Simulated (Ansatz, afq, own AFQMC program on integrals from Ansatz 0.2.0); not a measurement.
# AlBH₂ (singlet): quantum Monte Carlo beside coupled cluster, cc-pVQZ

Aim: compute AlBH₂ (singlet) with auxiliary-field quantum Monte Carlo on the same integrals as coupled cluster, and set the energies side by side.

Method: cc-pVQZ, frozen cores; program: Ansatz 0.2.0, Gaussian basis, and an in-house AFQMC program (afq) on its integrals; all values are calculated.

The runs, in order: CCSD(T) on RHF; CCSD(T) on RHF; CCSD(T) on RHF; PBE (unrestricted); r2SCAN (unrestricted); PBE0 (unrestricted); B3LYP (unrestricted); wB97M-V (unrestricted); B2PLYP (unrestricted); Phaseless AFQMC, CISD trial on RHF; Phaseless AFQMC, single-determinant trial on RHF; Free-projection AFQMC, CISD trial on RHF; UHF; CCSD(T) on UHF; Phaseless AFQMC, CISD trial on UHF; Phaseless AFQMC, single-determinant trial on UHF.

1 further run of the same task is left out (it didn't finish).

## Step 1: The system

The geometry is a PBE0/def2-TZVP stationary point (not a proven minimum).

4 atoms, charge 0, spin multiplicity 1.

Atoms are counted from 1 here; the program's logs count them from 0.

Bond lengths: B1–Al2 2.240 Å, B1–H3 1.206 Å, B1–H4 1.206 Å. Angles: Al2–B1–H3 123.6°, Al2–B1–H4 123.6°, H3–B1–H4 112.9°.

## Step 2: CCSD(T) on RHF

File in.yaml:

```yaml
crystal:
  periodic: [false, false, false]
  atoms:
    - {symbol: B, position_ang: [0.000000, 0.000000, 1.484785]}
    - {symbol: Al, position_ang: [0.000000, 0.000000, -0.755666]}
    - {symbol: H, position_ang: [0.000000, 1.004980, 2.151421]}
    - {symbol: H, position_ang: [0.000000, -1.004980, 2.151421]}
basis:
  gaussian: {orbitals: cc-pVQZ}
magnetization: {spin_polarized: false}
correlation: {method: ccsd_t, electrons: outside_noble_gas, hamiltonian_folder: ham}
```

The run is started by

```bash
$ ansatz run in.yaml --threads 1 --pin off --events-out ev --progress --plain --max-ram 16896MiB --backend cuda --devices 0, --max-vram 18GiB
```

Standard output (excerpt; [...] marks lines left out):

```text
Functional definition: HF
  name "HF"
  cite "Fock, Z. Phys. 61, 126 (1930) doi:10.1007/BF01340294"
  parent pbe
[...]
1029 factors; integrals over basis functions are off by at most 9.3e-4 eV
[...]
mean field -7284.43970928 eV, -267.6982217453 hartree, gradient 2.7e-6 eV, S^2 0.000000; 2 other end points of the search recorded, 0 dependent functions left out; unrestricted orbitals would lower it
6 core orbitals not correlated: weight in the atoms' cores, before any rotation towards them, 1.000 or more for the frozen orbitals, at most 0.000 for the correlated occupied ones
reference -7284.43970928 eV, -267.6982217453 hartree; 4, 4 occupied and 164, 164 virtual orbitals, 1029 factors
second order -4.39710512 eV of doubles, -0.00000000 eV of singles
cycle   1  -4.94536582 eV  change   -5.5e-1 eV  update   7.4e-2
[...]
cycle  12  -5.25541500 eV  change    3.2e-6 eV  update   3.7e-6
perturbative correction -0.16479543 eV, -0.0060561203 hartree
Total energy: -7289.85991970 eV, -267.8974108045 hartree
```

Wall time 3.3 s (1 × NVIDIA H100 80GB HBM3 with 1 thread of AMD EPYC 7R13 (Zen 3), shared host); peak host memory 0.84 GiB.

From the report: correlation -5.4202 eV; T1 0.014; largest double amplitude 0.08.

This run also writes the integrals to the folder ham.

## Step 3: CCSD(T) on RHF

Changes to in.yaml since step 2:

```diff
@@ -8,4 +8,4 @@
 basis:
-  gaussian: {orbitals: cc-pVQZ}
+  gaussian: {orbitals: def2-TZVPP}
 magnetization: {spin_polarized: false}
-correlation: {method: ccsd_t, electrons: outside_noble_gas, hamiltonian_folder: ham}
+correlation: {method: ccsd_t, electrons: outside_noble_gas}
```

Same command.

Standard output (excerpt; [...] marks lines left out):

```text
Functional definition: HF
  name "HF"
  cite "Fock, Z. Phys. 61, 126 (1930) doi:10.1007/BF01340294"
  parent pbe
[...]
599 factors; integrals over basis functions are off by at most 1.4e-3 eV
[...]
mean field -7284.25068972 eV, -267.6912754048 hartree, gradient 4.5e-6 eV, S^2 0.000000; 2 other end points of the search recorded, 0 dependent functions left out; unrestricted orbitals would lower it
6 core orbitals not correlated: weight in the atoms' cores, before any rotation towards them, 1.000 or more for the frozen orbitals, at most 0.000 for the correlated occupied ones
reference -7284.25068972 eV, -267.6912754048 hartree; 4, 4 occupied and 91, 91 virtual orbitals, 599 factors
second order -4.12483450 eV of doubles, -0.00000000 eV of singles
cycle   1  -4.75703499 eV  change   -6.3e-1 eV  update   7.5e-2
[...]
cycle  11  -5.06740048 eV  change   -3.4e-6 eV  update   1.0e-5
perturbative correction -0.15013312 eV, -0.0055172903 hartree
Total energy: -7289.46822332 eV, -267.8830162281 hartree
```

Run time: 1.4 s. Hardware: 1 × NVIDIA H100 80GB HBM3 with 1 thread of AMD EPYC 7R13 (Zen 3), shared host; peak host memory 0.82 GiB.

From the report: correlation -5.2175 eV; T1 0.013; largest double amplitude 0.09.

## Step 4: CCSD(T) on RHF

Changes to in.yaml since step 3:

```diff
@@ -8,3 +8,3 @@
 basis:
-  gaussian: {orbitals: def2-TZVPP}
+  gaussian: {orbitals: "def2-QZVPP.json"}
 magnetization: {spin_polarized: false}
```

Launched as before.

Standard output (excerpt; [...] marks lines left out):

```text
Functional definition: HF
  name "HF"
  cite "Fock, Z. Phys. 61, 126 (1930) doi:10.1007/BF01340294"
  parent pbe
[...]
1100 factors; integrals over basis functions are off by at most 8.8e-4 eV
[...]
mean field -7284.46036317 eV, -267.6989807618 hartree, gradient 3.0e-6 eV, S^2 0.000000; 2 other end points of the search recorded, 0 dependent functions left out; unrestricted orbitals would lower it
6 core orbitals not correlated: weight in the atoms' cores, before any rotation towards them, 1.000 or more for the frozen orbitals, at most 0.000 for the correlated occupied ones
reference -7284.46036317 eV, -267.6989807618 hartree; 4, 4 occupied and 177, 177 virtual orbitals, 1100 factors
second order -4.40033643 eV of doubles, -0.00000000 eV of singles
cycle   1  -4.94569641 eV  change   -5.5e-1 eV  update   7.4e-2
[...]
cycle  12  -5.25642525 eV  change    3.3e-6 eV  update   3.8e-6
perturbative correction -0.16478272 eV, -0.0060556532 hartree
Total energy: -7289.88157114 eV, -267.8982064801 hartree
```

Wall time 1.9 s (1 × NVIDIA H100 80GB HBM3 with 1 thread of AMD EPYC 7R13 (Zen 3), shared host); peak host memory 0.83 GiB.

From the report: correlation -5.4212 eV; T1 0.014; largest double amplitude 0.07.

## Step 5: PBE (unrestricted)

Changes to in.yaml since step 4:

```diff
@@ -8,4 +8,5 @@
 basis:
-  gaussian: {orbitals: "def2-QZVPP.json"}
-magnetization: {spin_polarized: false}
-correlation: {method: ccsd_t, electrons: outside_noble_gas}
+  gaussian: {orbitals: cc-pVQZ}
+magnetization: {spin_polarized: true, initial_magnetization: 0}
+hamiltonian: {xc: {name: PBE}}
+output: {orbitals: {seedname: orbitals}}
```

The run is started by

```bash
$ ansatz run in.yaml --threads 1 --pin off --events-out ev --progress --plain --max-ram 5632MiB --backend cpu
```

Standard output (excerpt; [...] marks lines left out):

```text
Functional definition: PBE
  name "PBE"
  cite "Perdew, Burke & Ernzerhof, Phys. Rev. Lett. 77, 3865 (1996) doi:10.1103/PhysRevLett.77.3865"
  parent pbe
[...]
584 factors; their error is unknown
[...]
a density is far from that of the atoms, so the factors are made again for it
1029 factors; integrals over basis functions are off by at most 9.3e-4 eV
mean field -7298.44731434 eV, -268.2129917366 hartree, gradient 1.2e-5 eV, S^2 0.536220; 0 other end points of the search recorded, 0 dependent functions left out
reference -7298.44735613 eV, -268.2129932725 hartree; 10, 10 occupied and 164, 164 virtual orbitals, 1029 factors
Total energy: -7298.44735613 eV, -268.2129932725 hartree
```

Run time: 21 s. Hardware: 1 thread of AMD EPYC 7R13 (Zen 3), shared host; peak memory 0.74 GiB.

From the report: ⟨S²⟩ of the determinant 0.536 (pure singlet: 0.00). The determinant is far from a pure spin state, so its energy mixes those of several spin states (harmless only where they are near-degenerate, as at dissociation).

## Step 6: r2SCAN (unrestricted)

Changes to in.yaml since step 5:

```diff
@@ -10,3 +10,2 @@
 magnetization: {spin_polarized: true, initial_magnetization: 0}
-hamiltonian: {xc: {name: PBE}}
-output: {orbitals: {seedname: orbitals}}
+hamiltonian: {xc: {name: r2SCAN}}
```

The command is unchanged.

Standard output (excerpt; [...] marks lines left out):

```text
Functional definition: r2SCAN
  name "r2SCAN"
  cite "Furness, Kaplan, Ning, Perdew & Sun, J. Phys. Chem. Lett. 11, 8208 (2020) doi:10.1021/acs.jpclett.0c02405"
  cite "Furness, Kaplan, Ning, Perdew & Sun, J. Phys. Chem. Lett. 11, 9248 (2020) doi:10.1021/acs.jpclett.0c03077"
  parent r2scan
[...]
584 factors; their error is unknown
[...]
mean field -7302.10766080 eV, -268.3475069880 hartree, gradient 1.8e-5 eV, S^2 0.715619; 13 other end points of the search recorded, 0 dependent functions left out
reference -7302.10768039 eV, -268.3475077081 hartree; 10, 10 occupied and 164, 164 virtual orbitals, 584 factors
Total energy: -7302.10768039 eV, -268.3475077081 hartree
```

It took 38 s on 1 thread of AMD EPYC 7R13 (Zen 3), shared host; peak memory 2 GiB.

From the report: ⟨S²⟩ of the determinant 0.716 (pure singlet: 0.00). The determinant is far from a pure spin state, so its energy mixes those of several spin states (harmless only where they are near-degenerate, as at dissociation).

## Step 7: PBE0 (unrestricted)

Changes to in.yaml since step 6:

```diff
@@ -10,2 +10,3 @@
 magnetization: {spin_polarized: true, initial_magnetization: 0}
-hamiltonian: {xc: {name: r2SCAN}}
+hamiltonian: {xc: {name: PBE0}}
+output: {orbitals: {seedname: orbitals}}
```

Same command.

Standard output:

```text
Functional definition: PBE0
  name "PBE0"
  cite "Adamo & Barone, J. Chem. Phys. 110, 6158 (1999) doi:10.1063/1.478522"
  cite "Perdew, Burke & Ernzerhof, Phys. Rev. Lett. 77, 3865 (1996) doi:10.1103/PhysRevLett.77.3865"
  parent pbe
  parameter a = 0.25
  parameter kappa = 0.804
  parameter beta = 0.06672455060314922
  exchange = (1 - a)*pbe_x(kappa = kappa, mu = beta*pi^2/3) + a*exact_x
  correlation = pbe_c(beta = beta)
619 factors; their error is unknown
mean field evaluation 1: about -7297.3963 eV, gradient 1.5e1 eV
mean field evaluation 2: about -7297.8771 eV, gradient 1.3e1 eV
mean field evaluation 4: about -7299.1858 eV, gradient 1.6e-1 eV
mean field evaluation 8: about -7299.2049 eV, gradient 1.2e-2 eV
mean field evaluation 16: about -7299.2409 eV, gradient 4.1e-1 eV
mean field evaluation 32: about -7299.2049 eV, gradient 3.7e-5 eV
mean field -7299.27667854 eV, -268.2434703090 hartree, gradient 2.2e-5 eV, S^2 0.493627; 6 other end points of the search recorded, 0 dependent functions left out
reference -7299.27670967 eV, -268.2434714528 hartree; 10, 10 occupied and 164, 164 virtual orbitals, 619 factors
Total energy: -7299.27670967 eV, -268.2434714528 hartree
```

It took 8.5 s on 1 thread of AMD EPYC 7R13 (Zen 3), shared host; peak memory 2 GiB.

From the report: ⟨S²⟩ of the determinant 0.494 (pure singlet: 0.00).

## Step 8: B3LYP (unrestricted)

Changes to in.yaml since step 7:

```diff
@@ -10,3 +10,2 @@
 magnetization: {spin_polarized: true, initial_magnetization: 0}
-hamiltonian: {xc: {name: PBE0}}
-output: {orbitals: {seedname: orbitals}}
+hamiltonian: {xc: {name: B3LYP}}
```

Same command.

Standard output (excerpt; [...] marks lines left out):

```text
Functional definition: B3LYP
  name "B3LYP"
  cite "Stephens, Devlin, Chabalowski & Frisch, J. Phys. Chem. 98, 11623 (1994) doi:10.1021/j100096a001"
  cite "Becke, Phys. Rev. A 38, 3098 (1988) doi:10.1103/PhysRevA.38.3098"
  cite "Lee, Yang & Parr, Phys. Rev. B 37, 785 (1988) doi:10.1103/PhysRevB.37.785"
  cite "Vosko, Wilk & Nusair, Can. J. Phys. 58, 1200 (1980) doi:10.1139/p80-159"
[...]
609 factors; their error is unknown
[...]
a density is far from that of the atoms, so the factors are made again for it
1029 factors; integrals over basis functions are off by at most 9.3e-4 eV
mean field -7304.38118691 eV, -268.4310575316 hartree, gradient 2.0e-5 eV, S^2 0.286187; 0 other end points of the search recorded, 0 dependent functions left out
reference -7304.38140921 eV, -268.4310657008 hartree; 10, 10 occupied and 164, 164 virtual orbitals, 1029 factors
Total energy: -7304.38140921 eV, -268.4310657008 hartree
```

Run time: 15 s. Hardware: 1 thread of AMD EPYC 7R13 (Zen 3), shared host; peak memory 2 GiB.

From the report: ⟨S²⟩ of the determinant 0.286 (pure singlet: 0.00).

## Step 9: wB97M-V (unrestricted)

Changes to in.yaml since step 8:

```diff
@@ -10,2 +10,3 @@
 magnetization: {spin_polarized: true, initial_magnetization: 0}
-hamiltonian: {xc: {name: B3LYP}}
+hamiltonian: {xc: {name: wB97M-V}}
+output: {orbitals: {seedname: orbitals}}
```

The command is unchanged.

Standard output (excerpt; [...] marks lines left out):

```text
Functional definition: wB97M-V
  name "wB97M-V"
  cite "Mardirossian & Head-Gordon, J. Chem. Phys. 144, 214110 (2016) doi:10.1063/1.4952647"
  cite "Becke, J. Chem. Phys. 107, 8554 (1997) doi:10.1063/1.475007"
  cite "Vydrov & Van Voorhis, J. Chem. Phys. 133, 244103 (2010) doi:10.1063/1.3521275"
  # Of w^i u^j: cxij and so on, Table III.
[...]
  gx(w, u) = 1 - cx + cx01*u + cx10*w
  gss(w, u) = css00 + css04*u^4 + css10*w + css20*w^2 + css43*w^4*u^3
  gos(w, u) = cos00 + cos10*w + (cos20 + cos21*u)*w^2 + (cos60 + cos61*u)*w^6
[...]
      + integral(e_c_pw_mod_opposite_spin*gos(b97_w_opposite, b97_u_opposite)) + vv10(b, c)
591 factors; their error is unknown
204 factors; integrals over basis functions are off by at most 2.3e-5 eV
[...]
mean field -7302.57338328 eV, -268.3646219736 hartree, gradient 9.7e-6 eV, S^2 0.000000; 3 other end points of the search recorded, 0 dependent functions left out
reference -7302.57342853 eV, -268.3646236366 hartree; 10, 10 occupied and 164, 164 virtual orbitals, 591 factors
Total energy: -7302.57342853 eV, -268.3646236366 hartree
```

Run time: 20 s. Hardware: 1 thread of AMD EPYC 7R13 (Zen 3), shared host; peak memory 2 GiB.

From the report: ⟨S²⟩ of the determinant 0.000 (pure singlet: 0.00).

## Step 10: B2PLYP (unrestricted)

Changes to in.yaml since step 9:

```diff
@@ -10,3 +10,3 @@
 magnetization: {spin_polarized: true, initial_magnetization: 0}
-hamiltonian: {xc: {name: wB97M-V}}
-output: {orbitals: {seedname: orbitals}}
+hamiltonian: {xc: {name: B2PLYP}}
+correlation: {electrons: outside_noble_gas}
```

The command is unchanged.

Standard output (excerpt; [...] marks lines left out):

```text
Functional definition: B2PLYP
  name "B2PLYP"
  cite "Grimme, J. Chem. Phys. 124, 034108 (2006) doi:10.1063/1.2148954"
  cite "Becke, Phys. Rev. A 38, 3098 (1988) doi:10.1103/PhysRevA.38.3098"
  cite "Lee, Yang & Parr, Phys. Rev. B 37, 785 (1988) doi:10.1103/PhysRevB.37.785"
[...]
1029 factors; integrals over basis functions are off by at most 9.3e-4 eV
[...]
mean field -7298.16908581 eV, -268.2027670269 hartree, gradient 2.6e-6 eV, S^2 0.398622; 8 other end points of the search recorded, 0 dependent functions left out
6 core orbitals not correlated: weight in the atoms' cores, before any rotation towards them, 1.000 or more for the frozen orbitals, at most 0.000 for the correlated occupied ones
reference -7298.16922494 eV, -268.2027721397 hartree; 4, 4 occupied and 164, 164 virtual orbitals, 1029 factors
second order -5.21643275 eV of doubles, -0.00000000 eV of singles
Total energy: -7299.57766178 eV, -268.2545312390 hartree
```

Run time: 16 s. Hardware: 1 thread of AMD EPYC 7R13 (Zen 3), shared host; peak memory 2 GiB.

From the report: ⟨S²⟩ of the determinant 0.399 (pure singlet: 0.00).

## Step 11: Phaseless AFQMC, CISD trial on RHF

It reads the integrals that the CCSD(T) run on this determinant wrote.

The run is started by

```bash
$ afq ham --method phaseless --trial cisd --walkers 200 --populations 10 --least-time 60 --time-step 0.005 --steps-per-block 50 --equilibration-blocks 28 --max-blocks 4000 --target-error 0.00017 --factor-cut 1e-05 --seed 7692 --release-times 0.24,0.51,0.99,1.62,2.4 --release-step 0.03 --release-every 3 --taylor-order 6
```

Standard output:

```text
orbitals 168  electrons 4 4  factors 1028 of 1029
reference energy -267.69822175 Eh
CCSD correlation -0.19313301 Eh in 12 cycles, weight of the determinant in the CISD state 0.8672
energy of the start -267.891354 Eh
 block  time / (1/Eh)  mean weight  energy / Eh
     1     0.250  1.0004  -267.889556
     2     0.500  0.9982  -267.890494
     3     0.750  1.0002  -267.891944
     4     1.000  1.0004  -267.892578
     5     1.250  0.9992  -267.893720
     6     1.500  1.0004  -267.895051
     7     1.750  1.0010  -267.896113
     8     2.000  1.0007  -267.895137
     9     2.250  1.0003  -267.894866
    10     2.500  0.9977  -267.896632
    15     3.750  1.0013  -267.896540
    29     7.250  0.9997  -267.897772
    43    10.750  1.0000  -267.899558
    57    14.250  1.0012  -267.898086
    71    17.750  1.0005  -267.897111
    85    21.250  0.9991  -267.898082
    99    24.750  0.9999  -267.898733
   113    28.250  1.0001  -267.898335
   127    31.750  0.9990  -267.899734
   141    35.250  0.9989  -267.899002
   155    38.750  1.0005  -267.895461
   169    42.250  0.9998  -267.896689
   183    45.750  0.9993  -267.899287
   197    49.250  0.9997  -267.896516
   211    52.750  1.0002  -267.898450
   225    56.250  0.9994  -267.898123
   239    59.750  0.9994  -267.899615
   253    63.250  0.9999  -267.898019
   267    66.750  0.9995  -267.896508
   281    70.250  0.9996  -267.898336
   295    73.750  1.0009  -267.897846
   309    77.250  0.9986  -267.894949
   323    80.750  0.9994  -267.897379
   337    84.250  1.0004  -267.896499
   351    87.750  0.9992  -267.897227
   365    91.250  0.9996  -267.897091
   379    94.750  0.9995  -267.899815
   393    98.250  1.0009  -267.898264
   407   101.750  0.9985  -267.901450
   421   105.250  1.0012  -267.898990
   435   108.750  0.9996  -267.897646
   449   112.250  0.9988  -267.896471
   463   115.750  0.9993  -267.896738
   477   119.250  1.0011  -267.898911
   491   122.750  0.9997  -267.897168
   505   126.250  1.0004  -267.898460
   519   129.750  0.9998  -267.899172
   533   133.250  1.0013  -267.896053
   547   136.750  1.0002  -267.896382
   561   140.250  0.9994  -267.899414
   575   143.750  1.0009  -267.899287
error from the spread of 10 populations
released: time / (1/Eh)  energy / Eh  error  mean overlap
  0.24  -267.898183  0.000170  0.9953
  0.51  -267.898329  0.000143  0.9911
  0.99  -267.898421  0.000173  0.9819
  1.62  -267.898544  0.000167  0.9698
  2.40  -267.898993  0.000210  0.9637
energy -267.897961 +/- 0.000156 Eh
```

Wall time 2.7 min (1 × NVIDIA H100 80GB HBM3 with 2 threads of AMD EPYC 7R13 (Zen 3), shared host); peak host memory 2 GiB.

Energy -7289.8749 ± 0.0043 eV. Caveats: constraint bias not in the error.

## Step 12: Phaseless AFQMC, single-determinant trial on RHF

It reads the integrals that the CCSD(T) run on this determinant wrote.

The run is started by

```bash
$ afq ham --method phaseless --trial hf --walkers 200 --populations 10 --least-time 40 --time-step 0.005 --steps-per-block 20 --equilibration-blocks 112 --max-blocks 4000 --target-error 0.0008500000000000001 --factor-cut 1e-05 --seed 7456 --taylor-order 6
```

Standard output:

```text
orbitals 168  electrons 4 4  factors 1028 of 1029
reference energy -267.69822175 Eh
CCSD correlation -0.19313301 Eh in 12 cycles, weight of the determinant in the CISD state 0.8672
energy of the start -267.698222 Eh
 block  time / (1/Eh)  mean weight  energy / Eh
     1     0.100  1.0012  -267.737940
     2     0.200  1.0009  -267.763828
     3     0.300  1.0013  -267.783863
     4     0.400  1.0010  -267.796734
     5     0.500  0.9994  -267.810709
     6     0.600  1.0000  -267.821731
     7     0.700  0.9996  -267.831465
     8     0.800  1.0012  -267.837089
     9     0.900  1.0006  -267.841506
    10     1.000  1.0006  -267.843323
    37     3.700  0.9997  -267.885458
    73     7.300  1.0006  -267.899034
   109    10.900  1.0020  -267.899402
   145    14.500  1.0017  -267.922192
   181    18.100  1.0004  -267.910380
   217    21.700  0.9988  -267.899513
   253    25.300  0.9996  -267.899668
   289    28.900  1.0006  -267.885137
   325    32.500  1.0002  -267.893459
   361    36.100  1.0002  -267.890868
   397    39.700  1.0006  -267.892985
   433    43.300  0.9996  -267.911168
   469    46.900  0.9992  -267.886174
   505    50.500  0.9986  -267.908463
   541    54.100  0.9991  -267.892428
   577    57.700  1.0004  -267.913569
   613    61.300  1.0006  -267.887182
   649    64.900  1.0005  -267.894397
   685    68.500  0.9999  -267.895917
   721    72.100  1.0009  -267.906919
   757    75.700  0.9993  -267.902998
   793    79.300  1.0005  -267.885032
   829    82.900  1.0002  -267.887645
   865    86.500  0.9997  -267.888007
   901    90.100  0.9974  -267.908526
   937    93.700  1.0000  -267.896748
   973    97.300  0.9980  -267.896896
  1009   100.900  1.0004  -267.891481
  1045   104.500  1.0003  -267.902783
  1081   108.100  0.9994  -267.904826
  1117   111.700  0.9998  -267.891443
  1153   115.300  0.9992  -267.896763
  1189   118.900  1.0001  -267.912791
  1225   122.500  1.0005  -267.905547
  1261   126.100  0.9994  -267.897903
  1297   129.700  0.9985  -267.942087
  1333   133.300  0.9999  -267.898681
  1369   136.900  1.0010  -267.908756
  1405   140.500  0.9999  -267.917897
  1441   144.100  1.0002  -267.887550
error from the spread of 10 populations
energy -267.897121 +/- 0.001668 Eh
```

Run time: 82 s. Hardware: 1 × NVIDIA H100 80GB HBM3 with 2 threads of AMD EPYC 7R13 (Zen 3), shared host; peak host memory 2 GiB.

Energy -7289.8520 ± 0.0454 eV. Caveats: constraint bias not in the error; error above the target.

(Part 1 of 2 ends here.)
